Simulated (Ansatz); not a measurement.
A made-up structure of Al₂BH₄, doublet:

```
7
angstrom
B -2.0830 0.0356 -0.9755
Al -0.2404 0.0035 -0.1111
Al 2.0566 -0.0354 0.9634
H 0.0441 -0.2989 1.3511
H -2.4796 1.0133 -1.5448
H 2.9894 1.2492 0.8860
H 2.5598 -1.3440 1.7122
```

It is relaxed with PBE-D4/def2-SVP and then PBE0-D4/def2-TZVP (Ansatz 0.2.0). Atoms count as bonded within 1.22 times the sum of their covalent radii (H–H: 0.88 Å). The end point is not checked to be a true minimum.

Question: Does its bonding change? (Judge from chemistry; the calculation decides.)

Answer: The calculation gives: Yes. Formed: B1–H4; broken: Al2–H4.

Where it ends: The first stage lowers the energy by 2.18 eV in 39 steps. It ends as Al₂BH₄ ([BH2][Al][AlH2]):
B1  (-1.652, 0.570, -0.580)
Al2  (0.170, 0.144, 0.222)
Al3  (2.440, -0.386, 1.220)
H4  (-2.093, 1.685, -0.552)
H5  (-2.316, -0.287, -1.093)
H6  (3.299, 0.769, 1.894)
H7  (3.000, -1.872, 1.170)
(Å)

Labels in which every atom is bracketed show which atoms are joined, not bond orders.

For scale, one of the runs: PBE0-D4/def2-TZVP relaxation, 129 basis functions, launched by `ansatz run in.yaml --threads 2 --pin off --events-out ev --progress --plain --max-ram 4352MiB`. Hardware: 2 CPU threads of an Arm Neoverse V2, shared host. Wall time about 17 s.
